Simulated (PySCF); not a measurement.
Species: C2H6.
InChI=1S/C2H6/c1-2/h1-2H3

The closed-shell ground state was solved at several levels (PySCF, density fitting, gas phase, non-relativistic). Isolated species at its PBE0-D3(BJ)/def2-TZVP geometry, gas phase. The dipole stays under 0.02 D at every level.

```
                level  basis functions  HOMO (eV)  LUMO (eV)  gap (eV)
  wB97X-D/aug-cc-pVTZ              230     -11.51       0.93     12.44
         KT3/pcSseg-2              156      -8.32      -0.12      8.20
          B3LYP/pcJ-2              246      -9.39       0.61     10.00
           PBE0/pcJ-2              246      -9.57       0.95     10.52
          B97-2/pcJ-2              246      -9.34       0.98     10.32
     PBE0/aug-cc-pVTZ              230      -9.56       0.03      9.59
       B97-2/pcSseg-2              156      -9.33       0.81     10.14
     wB97X-D/pcSseg-2              156     -11.51       2.47     13.98
CAM-B3LYP/aug-cc-pVTZ              230     -11.05       0.33     11.38
```

(1) What might PBE0/pcSseg-2 (156 basis functions) give for the same quantities?

(2) Over all these levels, which gives the widest orbital gap and which the narrowest?

(3) How much does the basis alone move the frontier levels among the 3 PBE0 rows (the withheld one included)?

(4) In the pcSseg-2 basis, how does the gap go with the fixed share of exact exchange?

## Answers

(1) HOMO -9.57 eV, LUMO 0.79 eV, gap 10.36 eV.

(2) wB97X-D/pcSseg-2 (range-separated hybrid) has the widest, 13.98 eV, and KT3/pcSseg-2 (GGA) the narrowest, 8.20 eV. The two share the basis. From the narrowest to the widest the HOMO moves by -3.19 eV and the LUMO by +2.59 eV.

(3) The HOMO by 0.01 eV and the LUMO by 0.92 eV. By rising basis size (HOMO, LUMO in eV): pcSseg-2 -9.57, 0.79; aug-cc-pVTZ -9.56, 0.03; pcJ-2 -9.57, 0.95.

(4) KT3 (0 %) 8.20 eV; B97-2 (21 %) 10.14 eV; PBE0 (25 %) 10.36 eV. Each rise in the share widens the gap here.
